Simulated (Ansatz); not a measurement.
**Rb: from a trial structure to a relaxed crystal**

Method: Ansatz 0.2.0, DFT r2SCAN, scalar-relativistic, plane waves, PAW. Cutoff 500 eV, Γ-centred k mesh, Gaussian smearing, no spin polarisation in the final step.

The start puts Rb on the beta-tin structure type (I4_1/amd, No. 141), at a guessed volume.

```xyz
2
Lattice="-4.3956 4.3956 2.3979 4.3956 -4.3956 2.3979 4.3956 4.3956 -2.3979" Properties=species:S:1:pos:R:3 pbc="T T T"
Rb    0.0000    0.0000    0.0000
Rb    0.0000    4.3956    1.1989
```

Cell and atoms relax at zero pressure; the relaxation can't lower the symmetry of the start.

Energies count from the standard state of Rb at the same level.

Question: Describe the relaxed structure.

Answer: It keeps I4_1/amd (No. 141). The result has the beta-tin structure. Conventional cell: a = 8.902 Å, c = 4.860 Å. Around Rb lie 6 Rb at 4.61–4.86 Å.

Space group I4_1/amd:1 (No. 141). a = 8.902 Å, b = 8.902 Å, c = 4.860 Å, α = 90.00°, β = 90.00°, γ = 90.00°
```csv
atom,site,symmetry,x,y,z
Rb,4a,-4m2,0.0000,0.0000,0.0000
```

Question: What are its volume, energy, density and gap?

Answer: The volume per atom is 96.29 Å³, the density is 1.47 g/cm³ and the energy over the standard structure is 0.06 eV/atom. The gap on the 14×14×14 mesh is 0 eV (a metal).

The final run used a 14×14×14 mesh on its 2-atom cell and 0.10 eV smearing. The k mesh leaves about 4 meV/atom of noise in metals. A structure relaxed within its symmetry needn't be a true minimum.